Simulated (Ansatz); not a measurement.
# Molecular dynamics of AlF2H3

Input:

```yaml
crystal:
  periodic: [false, false, false]
  atoms:
    - { symbol: Al, position_ang: [-0.018916, -0.314841, -0.071426] }
    - { symbol: F, position_ang: [0.070256, -0.049843, 1.778293] }
    - { symbol: F, position_ang: [1.435751, 0.093708, -0.700557] }
    - { symbol: H, position_ang: [-1.354945, 0.139244, -0.714814] }
    - { symbol: H, position_ang: [0.03192, -1.844772, 0.667874] }
    - { symbol: H, position_ang: [0.084333, -1.106996, 1.576831] }
basis:
  gaussian: { orbitals: def2-mTZVP }
hamiltonian:
  xc: { name: BHLYP }
  dispersion: d4
md:
  timestep: 0.5
  n_steps: 200
  ensemble: nve
  temperature: 100.0
  initial_velocities: maxwell_boltzmann
  seed: 5434
```

Command:

```bash
$ ansatz run input.yaml --threads 1 --pin off --max-ram 2048MiB --backend cpu --events-out ev --progress --plain --runs-dir out
```

It starts at the highest image of a converged band, a first-order saddle point between two minima.

Output, in part (step lines, the closing report, with atoms numbered from 0):

```
md step     0: t =     0.00 fs  T =   100.0 K  F+E_penalty+E_count = -12081.58176167 eV  E_kin = 0.051704 eV  conserved = -12081.53005767 eV  (24 SCF iters)
md step     1: t =     0.50 fs  T =    99.4 K  F+E_penalty+E_count = -12081.58145326 eV  E_kin = 0.051398 eV  conserved = -12081.53005566 eV  (24 SCF iters)
md step     2: t =     1.00 fs  T =    97.6 K  F+E_penalty+E_count = -12081.58050826 eV  E_kin = 0.050460 eV  conserved = -12081.53004873 eV  (23 SCF iters)
md step     3: t =     1.50 fs  T =    94.8 K  F+E_penalty+E_count = -12081.57903661 eV  E_kin = 0.048999 eV  conserved = -12081.53003806 eV  (23 SCF iters)
md step     4: t =     2.00 fs  T =    91.3 K  F+E_penalty+E_count = -12081.57720804 eV  E_kin = 0.047183 eV  conserved = -12081.53002518 eV  (24 SCF iters)
md step     5: t =     2.50 fs  T =    87.5 K  F+E_penalty+E_count = -12081.57522809 eV  E_kin = 0.045216 eV  conserved = -12081.53001175 eV  (24 SCF iters)
md step     6: t =     3.00 fs  T =    83.8 K  F+E_penalty+E_count = -12081.57331194 eV  E_kin = 0.043313 eV  conserved = -12081.52999942 eV  (24 SCF iters)
md step     7: t =     3.50 fs  T =    80.6 K  F+E_penalty+E_count = -12081.57165871 eV  E_kin = 0.041669 eV  conserved = -12081.52998953 eV  (24 SCF iters)
[... lines left out ...]
Total energy: -12081.65931524 eV, -443.9927905924 hartree
Atom 0 at    -0.092992    -0.467850    -0.443402 Å, force    -0.770678     0.702852     0.237889 eV/Å
Atom 1 at     0.162867     0.051866     2.150541 Å, force    -0.105500    -0.152520    -0.373868 eV/Å
Atom 2 at     1.422175     0.154312    -0.542315 Å, force     0.386132    -0.375189     0.051737 eV/Å
Atom 3 at    -1.163508     0.641161    -0.816103 Å, force     0.070128    -0.339991     0.049479 eV/Å
Atom 4 at    -0.455608    -1.976065    -0.160732 Å, force     0.331938     0.113534    -0.036385 eV/Å
Atom 5 at     0.873623    -0.441185     2.465085 Å, force     0.087980     0.051313     0.071147 eV/Å
Dipole moment:     0.086194    -0.394016     0.345495 e Å
```

The steps, from the saved trajectory:

| time (fs) | T (K) | potential energy less start (eV) | conserved less start (meV/atom) |
| --- | --- | --- | --- |
| 0 | 100 | 0.000 | 0.00 |
| 3 | 84 | 0.008 | 0.01 |
| 6 | 79 | 0.011 | 0.01 |
| 9 | 96 | 0.002 | 0.01 |
| 12 | 125 | -0.013 | 0.01 |
| 15 | 198 | -0.051 | 0.01 |
| 18 | 285 | -0.096 | 0.01 |
| 21 | 381 | -0.145 | 0.01 |
| 24 | 493 | -0.203 | 0.00 |
| 27 | 583 | -0.250 | 0.00 |
| 30 | 636 | -0.277 | 0.00 |
| 33 | 641 | -0.280 | -0.01 |
| 36 | 595 | -0.256 | 0.00 |
| 39 | 517 | -0.216 | 0.00 |
| 42 | 421 | -0.166 | 0.00 |
| 45 | 326 | -0.117 | 0.01 |
| 48 | 279 | -0.092 | 0.01 |
| 51 | 270 | -0.088 | 0.01 |
| 54 | 289 | -0.098 | 0.01 |
| 57 | 328 | -0.118 | 0.00 |
| 60 | 340 | -0.124 | 0.00 |
| 63 | 320 | -0.114 | 0.00 |
| 66 | 277 | -0.091 | 0.00 |
| 69 | 220 | -0.062 | 0.01 |
| 72 | 183 | -0.043 | 0.01 |
| 75 | 167 | -0.035 | 0.01 |
| 78 | 177 | -0.040 | 0.01 |
| 81 | 219 | -0.062 | 0.00 |
| 84 | 264 | -0.085 | 0.01 |
| 87 | 309 | -0.108 | 0.00 |
| 90 | 345 | -0.127 | 0.00 |
| 93 | 340 | -0.124 | 0.00 |
| 96 | 311 | -0.109 | 0.00 |
| 99 | 268 | -0.087 | 0.00 |

The run went to its last step. The conserved energy stayed within 0.015 meV per atom of its start (net change 0.0062 meV per atom), so the integration is sound. The kinetic energy rose, since the run started high on the potential surface and went downhill. It ends in pieces (AlFH2 + FH), so much of that is their flight and rotation, not heat. A run of 0.1 ps of so small a system gives no equilibrium averages. The orbitals stay closed-shell, which can raise the energy where a bond breaks towards radicals; this wasn't checked here.

Between its relaxed ends the band would form Al1–H5, F2–H6 and break H5–H6. These pairs go: Al1–H5 1.70 → 1.58 Å, F2–H6 1.08 → 0.92 Å, H5–H6 1.17 → 3.32 Å. In the last frame they stand as after the step (other bonds may differ from the relaxed reactants and products). Also parted: Al1–F2 1.87 → 2.66 Å, Al1–H6 1.83 → 3.07 Å. It ends as AlFH2 + FH. Pairs count as bonded within 1.25 times the sum of covalent radii (0.12 Å more for H–H).

Last frame:

```xyz
6
Properties=species:S:1:pos:R:3
Al -0.093 -0.468 -0.443
F 0.163 0.052 2.151
F 1.422 0.154 -0.542
H -1.163 0.641 -0.816
H -0.456 -1.976 -0.161
H 0.874 -0.441 2.465
```

Time of the run: 6 min on 1 thread of Arm Neoverse V1, on a shared host, peak memory 0.11 GiB.
